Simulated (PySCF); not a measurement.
PySCF input (M06-2X/6-31G* (5d)):

```python
from pyscf import gto, dft

mol = gto.M(
    atom='''
    C    -0.00000000   -0.00000000   -0.71905699
    N     0.00000000    0.00000000    0.41165659
    H     0.00000000    0.00000000    1.43274585
    ''',
    basis='6-31g*',
    charge=1,
    spin=1,
    symmetry='C2v',
    verbose=4,
)

mf = dft.UKS(mol, xc='m062x')
mf.grids.level = 4
mf.conv_tol = 1e-9
mf.max_cycle = 100
mf.max_memory = 1500
mf.kernel()
if not mf.converged:
    mf = mf.newton()
    mf.kernel(mf.make_rdm1())
mf.dip_moment()
```

Task: What final total energy does it give?

Result: -92.92008 Eh.
